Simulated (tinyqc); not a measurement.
UHF in the sto-3g basis, for OH+, spin multiplicity 3, step by step. One step of it, computed by the program tinyqc.

Task: Iteration 1: diagonalisation and new density. Diagonalise F' = X^T F X, C = X C', fill 5 alpha and 3 beta electrons from the bottom; D(s) = C_occ C_occ^T. Each column has its largest component positive (the first on a tie).

F(alpha) (hartree), lower triangle:
```
             1O 1s      1O 2s     1O 2px     1O 2py     1O 2pz      2H 1s
1O 1s   -25.529646
1O 2s    -6.021835  -3.837598
1O 2px   -0.025170   0.008370  -1.761373
1O 2py   -0.042436   0.011083   0.200935  -1.540681
1O 2pz    0.025059   0.022714  -0.072758  -0.222319  -1.746616
2H 1s    -0.341810  -0.454770   0.041492   0.072829  -0.336171  -0.414101
```

F(beta) (hartree), lower triangle:
```
             1O 1s      1O 2s     1O 2px     1O 2py     1O 2pz      2H 1s
1O 1s   -20.829461
1O 2s    -5.421215  -3.578877
1O 2px    0.124827   0.022537  -1.489550
1O 2py    0.012363   0.023909  -0.057771  -1.108120
1O 2pz    0.090889   0.033880  -0.286685   0.085033  -1.424557
2H 1s    -0.312372  -0.435808   0.045934   0.067280  -0.337333  -0.396625
```

X, lower triangle:
```
            1O 1s      1O 2s    1O 2px    1O 2py     1O 2pz     2H 1s
1O 1s    1.022131
1O 2s   -0.124249   1.034307
1O 2px   0.000000   0.000000  1.000000
1O 2py   0.000000   0.000000  0.000000  1.000000
1O 2pz  -0.001529   0.012196  0.000000  0.000000   1.012000
2H 1s    0.009756  -0.091996  0.000000  0.000000  -0.090922  1.023949
```

Give: F' = X^T F X; orbital energies; coefficients C; F' = X^T F X; orbital energies; coefficients C; D(alpha) after iteration 1; D(beta) after iteration 1.

Result:

F' = X^T F X (alpha) (hartree), lower triangle:
```
         1       2       3       4       5       6
1  -25.208
2   -2.700  -2.876
3   -0.026   0.007  -1.761
4   -0.044   0.007   0.201  -1.541
5    0.019   0.032  -0.077  -0.231  -1.729
6   -0.030  -0.143   0.048   0.093  -0.159  -0.331
```

orbital energies (alpha) (hartree): MO1 -25.530, MO2 -2.563, MO3 -1.918, MO4 -1.827, MO5 -1.319, MO6 -0.289

coefficients C (alpha):
```
           MO1     MO2     MO3     MO4     MO5     MO6
1O 1s    1.000  -0.243  -0.006  -0.008  -0.007   0.023
1O 2s   -0.001   1.033   0.026   0.033   0.029  -0.156
1O 2px   0.001  -0.014  -0.527   0.741   0.413   0.053
1O 2py   0.002  -0.022   0.623   0.003   0.775   0.105
1O 2pz  -0.001  -0.025   0.580   0.673  -0.440  -0.221
2H 1s    0.001  -0.027  -0.014  -0.012  -0.128   1.024
```

F' = X^T F X (beta) (hartree), lower triangle:
```
         1       2       3       4       5       6
1  -20.445
2   -2.688  -2.683
3    0.126   0.000  -1.490
4    0.010   0.018  -0.058  -1.108
5    0.082   0.041  -0.294   0.080  -1.399
6   -0.015  -0.146   0.072   0.059  -0.192  -0.311
```

orbital energies (beta) (hartree): MO1 -20.845, MO2 -2.296, MO3 -1.745, MO4 -1.264, MO5 -1.033, MO6 -0.253

coefficients C (beta):
```
           MO1     MO2     MO3     MO4     MO5     MO6
1O 1s    0.993  -0.271   0.009  -0.002  -0.004   0.027
1O 2s    0.028   1.032  -0.002   0.021   0.014  -0.166
1O 2px  -0.007   0.011   0.744   0.548  -0.368   0.101
1O 2py  -0.001  -0.016  -0.021   0.572   0.819   0.041
1O 2pz  -0.005  -0.005   0.669  -0.569   0.428  -0.280
2H 1s   -0.002  -0.019  -0.007  -0.145   0.049   1.021
```

D(alpha) after iteration 1, lower triangle:
```
         1O 1s   1O 2s  1O 2px  1O 2py  1O 2pz  2H 1s
1O 1s    1.060
1O 2s   -0.253   1.070
1O 2px  -0.001   0.008   0.997
1O 2py  -0.002   0.016  -0.006   0.989
1O 2pz  -0.001  -0.001   0.012   0.023   0.984
2H 1s    0.008  -0.032  -0.054  -0.108   0.040  0.017
```

D(beta) after iteration 1, lower triangle:
```
         1O 1s   1O 2s  1O 2px  1O 2py  1O 2pz  2H 1s
1O 1s    1.060
1O 2s   -0.252   1.066
1O 2px  -0.003   0.010   0.554
1O 2py   0.003  -0.016  -0.016   0.001
1O 2pz   0.003  -0.007   0.498  -0.014   0.448
2H 1s    0.003  -0.019  -0.005   0.000  -0.004  0.000
```
